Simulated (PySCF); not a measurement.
## CH₄, singlet: structure and spectrum

All numbers come from PBE/[C def2-TZVP, H def2-TZVP], no relativity, density fitting, PySCF.

The structure is a minimum.

| Item | Value |
| --- | --- |
| Point group | Td |
| Bond lengths | C–H 1.096 Å (×4) |
| Bond angles | H–C–H 109.5° (×6) |
| Enthalpy at 298.15 K above 0 K | 10.03 kJ/mol |
| Entropy at 298.15 K and 1 bar | 186.4 J/(mol K) |
| Heat capacity Cp at 298.15 K | 35.8 J/(mol K) |
| Principal polarisabilities | 15.6, 15.6, 15.6 bohr³ |
| Dipole moment | 0.00 D |
| Rotational symmetry number | 12 |
| Atomisation energy without zero-point energy | 1755 kJ/mol |
| Zero-point energy | 114.4 kJ/mol |
| Lowest empty level | 0.89 eV |
| Principal quadrupole moments (Buckingham, traceless) about the centre of mass | 0.00, 0.00, 0.00 D Å |
| Highest occupied level | -9.41 eV |
| Rotational constants | 5.218, 5.218, 5.218 cm⁻¹ |

Harmonic modes (masses in u: C 12.000, H 1.008):
```json
{"symmetry": "t2", "ω (cm⁻¹)": "1286", "IR (km/mol, summed over degenerate members)": "49.3", "μ (u)": "1.18", "type": "bend"}
{"symmetry": "e", "ω (cm⁻¹)": "1509", "IR (km/mol, summed over degenerate members)": "0.0", "μ (u)": "1.01", "type": "bend"}
{"symmetry": "a1", "ω (cm⁻¹)": "2976", "IR (km/mol, summed over degenerate members)": "0.0", "μ (u)": "1.01", "type": "stretch"}
{"symmetry": "t2", "ω (cm⁻¹)": "3091", "IR (km/mol, summed over degenerate members)": "59.3", "μ (u)": "1.10", "type": "stretch"}
```

In Td the vibrations span 2t2 + e + a1. The a1, e modes carry no infrared intensity, as symmetry demands.

Charges (e):
```tsv
atom	Mulliken	Löwdin	polar tensor	Mayer order to C1
C1	-0.51	-0.42	-0.03	–
H2,3,4,5	0.13	0.11	0.01	0.98
```

Mulliken populations on C1: s 3.28, p 3.22, d 0.02, f 0.00.

Outer orbital energies (eV). occupied: -16.99, -9.41, -9.41, -9.41; empty: 0.89, 2.81, 2.81, 2.81.

Counting electrons, carbon keeps none of its valence electrons outside its bonds, so the VSEPR class is AX4 and the expected shape is tetrahedral (Td), as computed.

The final relaxation and frequency run took 6.1 s on 2 threads of a shared Arm Neoverse V1 host, with 55 basis functions and 6 gradients; the process peaked at 0.8 GiB. Launch command: `OMP_NUM_THREADS=2 python axn.py task.json out`.
